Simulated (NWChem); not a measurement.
Extrapolating the MP2 correlation energy of phosphine (H₃P)

```xyz
4

P     -0.1302    -0.0034     0.0000
H      0.6666    -0.5810     1.0357
H      0.6666    -0.5810    -1.0357
H      0.6204     1.2123     0.0000
```
Charge 0, spin multiplicity 1.

The numbers come from NWChem runs, not from measurements. All single points use one geometry, from PBE0/def2-SVP, a minimum by its harmonic frequencies.

The correlated methods keep 5 core orbitals frozen.

Worked example. The MP2 correlation energy is -170.41 mHa in cc-pVTZ and -182.28 mHa in cc-pVQZ. The form E(X) = E∞ + A/X³ turns the pair into an estimate of the basis-set limit.

E∞ = (4³·(-182.28) − 3³·(-170.41))/(4³ − 3³) = -190.9 mHa. The larger basis holds 95 % of that, at about 4 times the processor time of the smaller one. This is a two-point estimate.
